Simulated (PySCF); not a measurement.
Level of theory: PySCF 2.14.0 with PBE-D3(BJ)/def2-TZVP // r2SCAN-D4/def2-TZVP. Isolated molecules, 0 K electronic values unless said otherwise. 

Reference species (SMILES): `C([SiH3])C` (neutral, multiplicity 1).

| Property | Value |
|---|---|
| dipole moment | 0.94 D |

Changed species: `C[SiH3]` (X = methyl, parent; the reference has X = ethyl, parent).

**Question.** What does the change do to the dipole moment?

**Answer.** the dipole moment falls by 0.08 D, to 0.86 D.
